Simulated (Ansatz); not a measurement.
# [H···H···OH], doublet: transfer scan

Starting geometry:

```xyz
4

H    -2.0456    0.0498    0.0000
H    -1.3006    0.0498    0.0000
O     0.1834    0.0498    0.0000
H     0.4352   -0.8901    0.0000
```

From there H2 is moved from one fragment to the other while all else, the fragments' distance too, stays fixed, so the hump isn't the reaction's barrier; atoms are numbered as listed. Energies are in eV, counted from the starting geometry at the same level.

Basis cc-pVDZ; Ansatz 0.2.0. Correlated methods freeze the noble-gas cores. Prefix R: restricted or restricted open-shell reference; prefix U: unrestricted. Active spaces: valence = (9e, 7o) chosen from the atoms' valence shells.

For open shells CISD is restricted-active-space CI with the open shells as a complete middle space. Runs in a small pair space aren't shown, since their orbitals change along the scan.

Full CI isn't at hand for all of this; UCCSDTQ serves as the reference, and is uncertain by about the last step of the cluster series. The frozen core follows each run's orbitals, which can shift R against U totals by a few meV.

```csv
distance H1-H2 (Å),UCCSDTQ,error UHF,error RMP2,error CISD,error BCCD(T),error UCCSDT,error NEVPT2 (valence space)
0.745,0.000,0.000,0.000,0.000,0.000,0.000,0.000
0.816,0.011,0.121,0.042,0.047,0.002,0.001,-0.016
0.957,0.078,0.407,0.061,0.172,0.007,0.005,-0.063
1.098,-0.180,0.488,-0.242,0.089,0.007,0.007,-0.100
1.239,-0.518,0.306,-0.313,0.008,0.002,0.005,-0.117
```

Errors are those of relative energies. In total energy the starting point itself misses UCCSDTQ by: UHF 5.735, RMP2 0.719, CISD 0.356, BCCD(T) 0.018, UCCSDT 0.008, NEVPT2 (valence space) 0.779 eV.

Spread of the error over the points with a reference, to 1.239 Å (largest less smallest): UCCSDT 0.007, BCCD(T) 0.007, NEVPT2 (valence space) 0.117, CISD 0.172, RMP2 0.374, UHF 0.488 eV.
